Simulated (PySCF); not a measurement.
SN⁺ at PBEsol

Level: PBEsol. PySCF, no relativity, basis sets S aug-pcseg-1, N aug-pcseg-1.

For SN⁺, the state is ¹Σ⁺ (singlet), closed shell, the bond length is 1.455 Å and the harmonic wavenumber is 1433 cm⁻¹. The force constant is 11.8 mdyn/Å, the rotational constant Be is 0.8181 cm⁻¹ and the anharmonicity ωexe is 6.74 cm⁻¹. The vibration–rotation constant αe is 0.00550 cm⁻¹. The well depth De to S⁺ + N is 681 kJ/mol and the dissociation energy D0 is 672 kJ/mol. The HOMO–LUMO gap is 4.94 eV. The bond order (Mayer) is 2.73 and the dipole moment (positive dipole points towards N; it is taken about the centre of mass and depends on that origin) is -1.89 D.

For an ion De counts to the pair picked by the measured ionisation energies or electron affinities, which need not be the lowest pair at this level.
